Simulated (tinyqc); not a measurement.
Coupled-perturbed Hartree-Fock on RHF in the sto-6g basis, for H2O, spin multiplicity 1, step by step. One step of it, computed by the program tinyqc.

Question. Iteration 7 (converged): orbitals. Diagonalise F' = X^T F X, C = X C', fill 5 alpha and 5 beta electrons from the bottom; D = 2 C_occ C_occ^T. Each column has its largest component positive (the first on a tie).

converged F (hartree):
```
             1O 1s      1O 2s     1O 2px     1O 2py     1O 2pz      2H 1s      3H 1s
1O 1s   -20.508858  -4.967382   0.000000   0.000309  -0.032544  -1.376784  -1.412565
1O 2s    -4.967382  -2.378321   0.000000   0.003354  -0.178123  -1.129977  -1.149988
1O 2px    0.000000   0.000000  -0.411844   0.000000   0.000000   0.000000   0.000000
1O 2py    0.000309   0.003354   0.000000  -0.362743   0.003573  -0.375856   0.379175
1O 2pz   -0.032544  -0.178123   0.000000   0.003573  -0.422190  -0.444111  -0.447455
2H 1s    -1.376784  -1.129977   0.000000  -0.375856  -0.444111  -0.685380  -0.551229
3H 1s    -1.412565  -1.149988   0.000000   0.379175  -0.447455  -0.551229  -0.703390
```

X:
```
            1O 1s      1O 2s    1O 2px     1O 2py     1O 2pz      2H 1s      3H 1s
1O 1s    1.022996  -0.141394  0.000000   0.000146  -0.011826   0.020274   0.020492
1O 2s   -0.141394   1.301337  0.000000  -0.003483   0.152875  -0.328514  -0.339632
1O 2px   0.000000   0.000000  1.000000   0.000000   0.000000   0.000000   0.000000
1O 2py   0.000146  -0.003483  0.000000   1.118023  -0.001540  -0.246200   0.250457
1O 2pz  -0.011826   0.152875  0.000000  -0.001540   1.083330  -0.180346  -0.184905
2H 1s    0.020274  -0.328514  0.000000  -0.246200  -0.180346   1.267728  -0.137296
3H 1s    0.020492  -0.339632  0.000000   0.250457  -0.184905  -0.137296   1.277710
```

Give: F' = X^T F X; orbital energies; coefficients C; D after iteration 7.

Answer.

F' = X^T F X (hartree):
```
          1        2        3        4        5        6        7
1  -20.1771  -2.5019   0.0000  -0.0003  -0.0451  -0.2644  -0.2763
2   -2.5019  -1.1569   0.0000  -0.0018   0.1271  -0.5591  -0.5735
3    0.0000   0.0000  -0.4118   0.0000   0.0000   0.0000   0.0000
4   -0.0003  -0.0018   0.0000  -0.0518   0.0011  -0.4888   0.4929
5   -0.0451   0.1271   0.0000   0.0011  -0.2092  -0.3815  -0.3868
6   -0.2644  -0.5591   0.0000  -0.4888  -0.3815   0.0382  -0.1594
7   -0.2763  -0.5735   0.0000   0.4929  -0.3868  -0.1594   0.0420
```

orbital energies (hartree): MO1 -20.5122, MO2 -1.3316, MO3 -0.6316, MO4 -0.4983, MO5 -0.4118, MO6 0.6791, MO7 0.7798

coefficients C:
```
            MO1      MO2      MO3      MO4     MO5      MO6      MO7
1O 1s    0.9965  -0.2181  -0.0017   0.1072  0.0000  -0.1234   0.0093
1O 2s    0.0169   0.8089   0.0104  -0.5961  0.0000   0.9715  -0.0801
1O 2px   0.0000   0.0000   0.0000   0.0000  1.0000   0.0000   0.0000
1O 2py  -0.0001  -0.0033   0.6330   0.0042  0.0000   0.0664   0.9840
1O 2pz   0.0041   0.1715  -0.0059   0.7516  0.0000   0.8160  -0.0599
2H 1s   -0.0042   0.1535   0.4486   0.2689  0.0000  -0.8897  -0.8596
3H 1s   -0.0043   0.1580  -0.4484   0.2610  0.0000  -0.7735   0.9857
```

D after iteration 7:
```
          1O 1s    1O 2s  1O 2px   1O 2py   1O 2pz    2H 1s    3H 1s
1O 1s    2.1043  -0.4469  0.0000   0.0000   0.0946  -0.0192  -0.0200
1O 2s   -0.4469   2.0199  0.0000   0.0029  -0.6185  -0.0631  -0.0649
1O 2px   0.0000   0.0000  2.0000   0.0000   0.0000   0.0000   0.0000
1O 2py   0.0000   0.0029  0.0000   0.8013  -0.0022   0.5691  -0.5665
1O 2pz   0.0946  -0.6185  0.0000  -0.0022   1.1887   0.4516   0.4517
2H 1s   -0.0192  -0.0631  0.0000   0.5691   0.4516   0.5943  -0.2134
3H 1s   -0.0200  -0.0649  0.0000  -0.5665   0.4517  -0.2134   0.5883
```
